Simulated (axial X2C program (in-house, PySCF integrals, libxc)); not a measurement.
**A two-component session on AlC: EOM-IP-CCSD levels**

Wanted for AlC: EOM-IP-CCSD levels, at the two-component level.

The runs use an in-house X2C program for linear molecules on PySCF integrals; two-component X2C with atomic mean-field terms, Al dyall-av3z, C dyall-av3z.

All values are calculated.

### 1 Input

task.json reads:

```json
{"zs": [13, 6], "q": 0, "bas": ["dyall-av3z", "dyall-av3z"], "r0": 1.8, "eom": "ip", "rq": -1, "thr": -2.0, "nmax": 95, "grid": [1, 0.96, 1.045, 0.92, 1.09, 1.15]}
```

Keys: zs atomic numbers; q charge; bas basis sets; r0 starting distance in Å; eom kind of EOM run; thr threshold in hartree for freezing inner shells (an s shell follows its p shell); nmax most natural virtual spinors; grid distances as factors.

The run is started by

```sh
> python soeom.py task.json out
```

The runs that follow: EOM-IP-CCSD at 1.892 Å.

Q: Predict the outcome of this session. Wanted: next root led by one particle; T1 of the reference; lowest state, Re and ωe.

As calculated:

```
                     quantity                            value
       lowest root at 1.892 Å                Ω = 1/2, 1.581 eV
next root led by one particle  Ω = 1/2, about 6750 cm⁻¹ higher
          T1 of the reference                            0.019
      lowest state, Re and ωe                1.968 Å, 658 cm⁻¹
```

What this shows: Removing an electron from the reference determinant of AlC⁻ costs 1.58 eV and empties a spinor of 47% C pσ, 23% Al pσ, 18% Al sσ. The closed-shell reference lies 0.93 eV above the lowest determinant found, so these energies count from an excited configuration. Errors of 0.1 to 0.3 eV are usual at this size, and roots led by higher excitations are left out, so the list is incomplete, and low states of that kind can be missing. T1 or the largest double amplitude of the reference is raised, which lowers the reliability. The bond is 0.011 Å longer than in the closed-shell reference at CCSD (1.957 Å).
